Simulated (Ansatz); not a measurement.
System: HgS (P3₂21, No. 154). Method: PBEsol+SOC (plane waves, PAW; Ansatz, a program for electronic structure).

Run with plane-wave cutoff 520 eV, 12×12×4 k mesh (along the axes of the cell as run), Fermi–Dirac smearing 0.01 eV, PAW data made under PBE.

Equation-of-state points:

```csv
V (Å³/atom),E − E_lowest (meV/atom),P (GPa)
22.270,2.67,1.008
22.734,0.61,0.442
23.198,0.00,-0.002
23.662,0.54,-0.356
24.126,2.00,-0.639
```

Q: Estimate the bulk modulus and its pressure derivative from these points.

A: V0 = 23.193 Å³/atom, B0 = 20.0 GPa, B′ = 10.6 (fit to the energies at full precision).

Shape and atoms are relaxed at each volume.

Note: the bulk modulus comes from volumes at which shape and atoms were relaxed.

Static lattice: no zero-point or thermal effects.

Computing time: around 2.8 core-hours (rough).
